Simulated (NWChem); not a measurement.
dimethylamine (C2H7N); SMILES CNC

Computed with NWChem. Structure relaxed at the PBE0/def2-SVP level. Level: PBE0/def2-SVP with SMD (1 M gas to 1 M solution), gas-phase geometry.

### Question
Estimate the computed values for solvent water. Quantities: solvation free energy (kcal/mol); cavity-dispersion-structure term (kcal/mol); dipole in solution (D).

### Answer
```json
{
 "solvation free energy (kcal/mol)": "-2.8",
 "cavity-dispersion-structure term (kcal/mol)": "0.3",
 "dipole in solution (D)": "1.18"
}
```
